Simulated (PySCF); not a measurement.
Species: `C#C/C=C\SC`. The columns A, B, C and D hold Mulliken, IAO, Hirshfeld and ESP-fitted charges (e) of one PBE0/pcSseg-1 density (PySCF), in a shuffled order. Coordinates in Å (GFN2-xTB); the density's dipole moment is (0.40, 0.72, -0.13) D.

| atom | x | y | z | A | B | C | D |
| --- | --- | --- | --- | --- | --- | --- | --- |
| C1 | -1.181 | 1.916 | -0.359 | -0.111 | -0.254 | -0.303 | -0.625 |
| C2 | -1.208 | 0.732 | -0.148 | -0.041 | -0.029 | +0.225 | +0.313 |
| C3 | -1.380 | -0.641 | 0.096 | -0.067 | -0.220 | -0.197 | -0.312 |
| C4 | -0.453 | -1.588 | 0.279 | -0.053 | -0.251 | -0.233 | -0.145 |
| S5 | 1.287 | -1.539 | 0.296 | +0.042 | +0.196 | +0.059 | -0.107 |
| C6 | 1.732 | 0.191 | -0.017 | -0.118 | -0.507 | -0.395 | -0.353 |
| H7 | -1.108 | 2.946 | -0.542 | +0.090 | +0.201 | +0.048 | +0.349 |
| H8 | -2.419 | -0.950 | 0.136 | +0.058 | +0.178 | +0.137 | +0.171 |
| H9 | -0.768 | -2.605 | 0.458 | +0.057 | +0.177 | +0.154 | +0.203 |
| H10 | 2.818 | 0.223 | -0.007 | +0.055 | +0.169 | +0.158 | +0.178 |
| H11 | 1.328 | 0.820 | 0.769 | +0.044 | +0.170 | +0.174 | +0.162 |
| H12 | 1.354 | 0.495 | -0.987 | +0.044 | +0.170 | +0.173 | +0.167 |

**Question.** Which column most likely holds the ESP-fitted charges?

**Answer.** D. Σ q r misses the density's dipole by 0.05 D (D), 1.10 D (A), 1.69 D (B), 1.97 D (C). Charges fitted to the outside potential are the only set here that is tied to the molecule's multipoles.

**Question.** And the Hirshfeld charges?

**Answer.** A. The mean sizes are 0.065 e (A), 0.188 e (C), 0.210 e (B), 0.257 e (D), and Hirshfeld charges are commonly the smallest of these schemes.

As computed, A = Hirshfeld, B = IAO, C = Mulliken, D = ESP-fitted. Hydrogens on carbon: Hirshfeld +0.04 to +0.09, IAO +0.17 to +0.20, Mulliken +0.05 to +0.17, ESP-fitted +0.16 to +0.35 e.

The ESP scheme is a least-squares fit of atom-centred charges to the potential on four shells outside the van der Waals surface, with the total charge fixed. The Hirshfeld scheme divides the density at each point in proportion to the densities of the neutral, spherically averaged free atoms.

The structure is a single GFN2-xTB conformer in the gas phase; no vibrational or solvent corrections.

Conformer computed: `[CH:1]#[C:2]/[CH:3]=[CH:4]\[S:5][CH3:6]`: C3–C4–S5–C6 0°.
